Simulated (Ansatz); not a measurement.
Frontier orbitals of `C=NC(=C)F`.

Z-matrix (Å, degrees):
```
C
N 1 1.268
H 1 1.087 2 118.1
H 1 1.092 2 123.7 3 180.0
C 2 1.374 1 119.9 3 180.0
F 5 1.349 2 116.9 1 -0.0
C 5 1.326 2 123.5 1 180.0
H 7 1.079 5 118.7 2 0.0
H 7 1.080 5 121.0 2 -180.0
```

Total charge 0; spin multiplicity 1. The structure was optimised at the PBE0-D4/def2-TZVP level. It is one conformer, not always the lowest. Basis def2-TZVPP, Ansatz.

| functional | HOMO (eV) | LUMO (eV) |
| --- | --- | --- |
| r2SCAN0 | -7.51 | -1.50 |

(1) Give HOMO and LUMO (eV) with LDA (SPW92), PBE, revPBE, BLYP, r2SCAN, B97M-V, PBE0, B3LYP, r2SCANh, HSE06 (plane-wave form), BHLYP, CAM-B3LYP, LC-ωPBE, ωB97X-V, ωB97M-V, HF. (Estimate.)

## Answers

(1) Computed: 
```csv
functional,HOMO,LUMO
LDA (SPW92),-6.56,-2.81
PBE,-6.34,-2.56
revPBE,-6.26,-2.47
BLYP,-6.19,-2.42
r2SCAN,-6.51,-2.40
B97M-V,-6.49,-2.30
PBE0,-7.39,-1.59
B3LYP,-7.19,-1.82
r2SCANh,-6.91,-2.04
HSE06 (plane-wave form),-7.00,-1.97
BHLYP,-8.30,-0.49
CAM-B3LYP,-8.67,-0.48
LC-ωPBE,-9.99,0.67
ωB97X-V,-9.59,0.62
ωB97M-V,-9.51,0.54
HF,-9.60,2.27
```

B3LYP here is the variant with VWN-RPA as its local correlation; programs differ in this. LC-ωPBE has ω = 0.4 bohr⁻¹. Positive LUMOs are unbound and depend on the basis.
